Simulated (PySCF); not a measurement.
C₃H₉N, SMILES CN(C)C. Coordinates come from a PBE0-D3(BJ)/def2-SVP optimisation.

All values below come from PBE0-D3(BJ)/def2-SVP in PySCF.

Harmonic wavenumbers (cm⁻¹): 258, 266, 266, 332, 424, 425, 877, 1067, 1090, 1090, 1119, 1119, 1202, 1340, 1340, 1425, 1425, 1452, 1452, 1457, 1464, 1481, 1491, 1491, 2924, 2924, 2940, 3086, 3086, 3088, 3142, 3144, 3144. Rotational constants (GHz): 8.764, 8.764, 4.944; symmetry number 3.

Question: Work out the zero-point energy and the ideal-gas rigid-rotor harmonic-oscillator thermochemistry at 298.15 K and 1 atm.

Answer: ZPE = ½ Σ hcν = ½ × 52827 cm⁻¹ = 315.97 kJ/mol. H − E(el) = 332.81 kJ/mol. Entropy in J/(mol K): translation 159.62, rotation 92.34, vibration 36.05, total 288.01. G − E(el) = 246.94 kJ/mol. Cp = 87.06 J/(mol K).
